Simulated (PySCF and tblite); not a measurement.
C₄H₃NO, numbered as in [CH2:1]=[CH:2][C:3](=[O:4])[C:5]#[N:6]: conformational analysis

Level: TPSS-D3(BJ)/def2-TZVP (IEF-PCM, chloroform)//PBE0-D3(BJ)/def2-SVP, thermal terms from GFN2-xTB, symmetry numbers and mirror pairs counted. Conformers within 3 kcal/mol (GFN2-xTB free energy) were kept, 3 at most. GIAO shieldings: PBE0/pcSseg-1 (IEF-PCM, chloroform). Couplings: B3LYP/pcJ-1. TDDFT excitations: CAM-B3LYP/def2-SVPD (IEF-PCM, chloroform). Couplings are for ¹³C, ¹H, ¹⁵N, ¹⁷O. Shifts are against TMS (¹H), TMS (¹³C), NH3 (¹⁵N) at the same level; of two unlike H on one atom, a is the less shielded. Codes: tblite and PySCF.

Torsions listed: C1–C2–C3–O4.

```
conformer  shape  symmetry  E(GFN2, own minimum) kcal/mol  E(DFT) kcal/mol  G(298.15 K) kcal/mol  weight %  dipole D
        1   180°        Cs                           0.00             0.00                  0.00      95.6      4.96
        2     0°        Cs                           0.35             1.90                  1.82       4.4      5.06
```

Weights (%) against temperature:

| T (K) | 1 | 2 | S(mix) cal/mol/K |
| --- | --- | --- | --- |
| 180 | 99.4 | 0.6 | 0.07 |
| 230 | 98.2 | 1.8 | 0.18 |
| 298.15 | 95.6 | 4.4 | 0.36 |
| 330 | 94.2 | 5.8 | 0.44 |
| 400 | 91.0 | 9.0 | 0.60 |

Averaged shifts at 298.15 K. ¹H: 7.37 (H1a, 1H), 7.35 (H1b, 1H), 6.72 (H2, 1H) ppm. ¹³C: 174.2 (C3), 155.9 (C1), 145.6 (C2), 118.1 (C5) ppm. ¹⁵N: 304.6 (N6) ppm.

Averaged couplings (Hz): ¹J(C1,C2) 77.5, ³J(C1,O4) -6.5, ¹J(C1,H1a) 170.7, ¹J(C1,H1b) 175.1, ²J(C1,H2) 0.3, ¹J(C2,C3) 69.6, ²J(C2,O4) -1.9, ³J(C2,N6) -0.6, ²J(H1a,C2) -3.0, ²J(H1b,C2) 0.3, ¹J(C2,H2) 176.6, ¹J(C3,O4) 28.1, ¹J(C3,C5) 79.2, ²J(C3,N6) 2.9, ³J(H1a,C3) 11.1, ³J(H1b,C3) 17.6, ²J(H2,C3) 4.5, ²J(O4,C5) -4.6, ³J(O4,N6) 3.7, ⁴J(H1a,O4) 0.7, ⁴J(H1b,O4) 0.7, ³J(H2,O4) -0.9, ¹J(C5,N6) -16.0, ³J(H2,C5) 7.5, ²J(H1a,H1b) 0.3, ³J(H1a,H2) 19.7, ³J(H1b,H2) 11.8.

Coordinates of conformer 1 (Å):

```xyz
9

C    -1.057    0.873    0.571
C    -0.698   -0.362    0.205
C     0.692   -0.753   -0.082
O     1.030   -1.863   -0.410
C     1.713    0.315    0.048
N     2.534    1.126    0.135
H    -0.318    1.674    0.676
H    -2.100    1.123    0.776
H    -1.420   -1.176    0.093
```

Coordinates of conformer 2 (Å):

```xyz
9

C    -1.637   -0.022   -0.207
C    -0.368   -0.416   -0.354
C     0.728    0.376    0.245
O     0.582    1.389    0.883
C     2.087   -0.160    0.015
N     3.151   -0.580   -0.166
H    -1.866    0.887    0.357
H    -2.465   -0.588   -0.640
H    -0.097   -1.317   -0.911
```

Unscaled ¹⁵N shifts at such levels can be off by tens of ppm; differences between conformers or isomers are more reliable. Shifts are unscaled: against experiment ¹³C can be off by 15 ppm or more and ¹H by 0.8 ppm.

Search and properties took 2.5 min on 1 thread of Arm Neoverse V2, shared host (rough), launched as `OMP_NUM_THREADS=1 python ens_run.py task.json out`.


¹⁵N shifts are against a computed isolated NH3 molecule, about 20 ppm from the liquid.